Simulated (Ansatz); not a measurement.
## Breaking a bond in CH3O (hydroxymethyl radical)

CH3O: 5 atoms, total charge 0, spin state doublet. As SMILES, `[CH2]O`. The shape is that of a PBE0-D4/def2-TZVP optimisation. This is one conformer, not always the lowest.

| atom | x (Å) | y (Å) | z (Å) |
| --- | --- | --- | --- |
| C | -0.3272 | -0.3136 | 0.0202 |
| O | 0.2694 | 0.9007 | 0.1202 |
| H | -1.3752 | -0.2665 | -0.2362 |
| H | 0.2743 | -1.1796 | -0.2300 |
| H | 1.2085 | 0.7853 | 0.2844 |

The C1–O2 distance is scanned; the parts on either side stay rigid. Basis STO-3G, 2 core orbitals frozen in the correlated methods; program Ansatz 0.2.0. FCI is exact within this basis and core. Energies in eV from each method's value at 1.357 Å; open shells run as named; a dash marks a point that is missing or didn't converge. The shape above is that at 1.357 Å.

```json
{"distance (Å)": "1.357", "U-revPBE": "0.00", "UB3LYP": "0.00", "U-r2SCAN0": "0.00", "UCAM-B3LYP": "0.00", "U-wB97X": "0.00", "UCCSD": "0.00", "FCI": "0.00"}
{"distance (Å)": "1.696", "U-revPBE": "1.10", "UB3LYP": "1.27", "U-r2SCAN0": "1.46", "UCAM-B3LYP": "1.41", "U-wB97X": "1.45", "UCCSD": "1.09", "FCI": "1.07"}
{"distance (Å)": "2.035", "U-revPBE": "3.34", "UB3LYP": "3.63", "U-r2SCAN0": "3.76", "UCAM-B3LYP": "3.87", "U-wB97X": "3.88", "UCCSD": "2.98", "FCI": "2.95"}
{"distance (Å)": "2.713", "U-revPBE": "5.36", "UB3LYP": "5.32", "U-r2SCAN0": "4.93", "UCAM-B3LYP": "5.44", "U-wB97X": "5.33", "UCCSD": "4.17", "FCI": "4.17"}
{"distance (Å)": "3.392", "U-revPBE": "5.56", "UB3LYP": "5.48", "U-r2SCAN0": "5.04", "UCAM-B3LYP": "5.59", "U-wB97X": "5.45", "UCCSD": "–", "FCI": "4.27"}
```

Departure from the FCI curve at its largest: U-revPBE +1.29 eV at 3.39 Å; UB3LYP +1.22 eV at 3.39 Å; U-r2SCAN0 +0.80 eV at 2.04 Å; UCAM-B3LYP +1.32 eV at 3.39 Å; U-wB97X +1.19 eV at 3.39 Å; UCCSD +0.02 eV at 2.04 Å. For the functionals part of the departure is owed to the small basis.
